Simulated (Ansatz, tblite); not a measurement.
Cost and result up the ladder for BH2(OMe) (CH5BO) (8 atoms). Total charge 0; singlet. Geometry: PBE0-D4/def2-TZVP.

```xyz
8

B     0.9930    0.4053   -0.8187
H     1.0320   -0.7083   -1.2741
H     1.7120    1.2856   -1.1929
O     0.1195    0.7072    0.1498
C    -0.7843   -0.2440    0.6753
H    -1.8026    0.1247    0.5381
H    -0.5946   -0.3590    1.7444
H    -0.6750   -1.2115    0.1781
```

Ansatz on 4 threads of Arm Neoverse V2 on a shared host; xTB runs through tblite on one thread. Times are rough, summed over both states, and most runs start from the orbitals of an earlier one. PBE0-D4/def2-TZVP serves as the yardstick here, not as an exact answer. The other state is a triplet.

The xTB rows come from tblite.

xTB has no spin-polarisation term.

```json
{"level": "r2SCAN-D4/def2-TZVP", "functions": "123", "vertical triplet (eV)": "5.52", "difference from PBE0-D4/def2-TZVP (eV)": "-0.22"}
{"level": "PBE-D4/def2-TZVP", "functions": "123", "vertical triplet (eV)": "5.43", "difference from PBE0-D4/def2-TZVP (eV)": "-0.31"}
{"level": "PBE0-D4/def2-TZVP", "functions": "123", "vertical triplet (eV)": "5.75", "difference from PBE0-D4/def2-TZVP (eV)": "0.00"}
{"level": "GFN2-xTB", "functions": "17", "vertical triplet (eV)": "6.17", "difference from PBE0-D4/def2-TZVP (eV)": "0.42"}
{"level": "GFN1-xTB", "functions": "22", "vertical triplet (eV)": "6.44", "difference from PBE0-D4/def2-TZVP (eV)": "0.69"}
```

Q: Estimate how long each takes.

A: GFN2-xTB 0.004 s; GFN1-xTB 0.005 s; PBE-D4/def2-TZVP 1.6 s; PBE0-D4/def2-TZVP 1.9 s; r2SCAN-D4/def2-TZVP 3.2 s. On shared hardware such times vary by a factor of up to 3.
